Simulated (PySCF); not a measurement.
Consider `FBCl` (BClFH). Optimised structure (Å), atoms numbered from 1:
```
F    -1.0338   -0.8490   -0.0122
B    -0.1021    0.0723   -0.0119
Cl    1.5695   -0.4284    0.0019
H    -0.4034    1.2360   -0.0211
```

Energies: PBE0-D3(BJ)/def2-TZVP (PySCF, density fitting, integration grid level 2) on PBE0-D3(BJ)/def2-SVP structures. Zero-point and thermal terms (298.15 K, 1 bar) come from unscaled PBE0-D3(BJ)/def2-SVP harmonic frequencies, with soft modes damped to free rotors in the entropy.

Rank these bonds by dissociation enthalpy, weakest first.
A. F1–B2
B. B2–H
C. B2–Cl3

B (425 kJ/mol), C (518 kJ/mol), A (687 kJ/mol).

For B2–Cl3, what are ΔE (electronic) and ΔG(298 K) of the homolysis?

ΔE = 527 and ΔG = 478 kJ/mol, beside ΔH = 518 kJ/mol. The radicals are `[BH]F` and Cl•.

Known limits: spin-orbit coupling is left out of the energies, which matters for open shells on the heavier atoms.

---

Consider methylenimine, `C=N` (CH3N). Coordinates in Å; atoms count from 1 in this order:
```
C    -0.3811   -0.0284   -0.0115
N     0.7786   -0.5308   -0.0439
H    -1.2573   -0.6953   -0.0679
H    -0.6085    1.0517    0.0710
H     1.4883    0.2077    0.0174
```

Computed at PBE0-D3(BJ)/def2-TZVP // PBE0-D3(BJ)/def2-SVP with PySCF (density fitting, grid level 2). Thermal corrections: PBE0-D3(BJ)/def2-SVP frequencies, unscaled, ideal gas at 298.15 K and 1 bar, quasi-RRHO entropy.

(1) Rank these bonds by dissociation enthalpy, weakest first.
A. N2–H
B. C1–H

(2) For N2–H, what are ΔE (electronic) and ΔG(298 K) of the homolysis?

Answers

(1) A (351 kJ/mol), B (402 kJ/mol).

(2) ΔE = 383 and ΔG = 317 kJ/mol, beside ΔH = 351 kJ/mol. The radicals are `C=[N]` and H•.

---

Consider `NO` (H3NO). Numbering: `[NH2:1][OH:2]`

These are calculated values, PBE0-D3(BJ)/def2-TZVP in PySCF (grid level 2) at geometries from PBE0-D3(BJ)/def2-SVP. Thermal corrections: PBE0-D3(BJ)/def2-SVP frequencies, unscaled, ideal gas at 298.15 K and 1 bar, quasi-RRHO entropy.

Question: Rank these of its sites by proton affinity, highest first.
A. O2 (hydroxyl oxygen)
B. N1 (amine nitrogen)

Answer: B (826 kJ/mol), A (708 kJ/mol).

Question: For O2 (hydroxyl oxygen), what are ΔE (electronic) and ΔG(298 K) of removing the proton again?

Answer: ΔE = 735 and ΔG = 679 kJ/mol, beside ΔH = 708 kJ/mol. The protonated species is `N[OH2+]`.
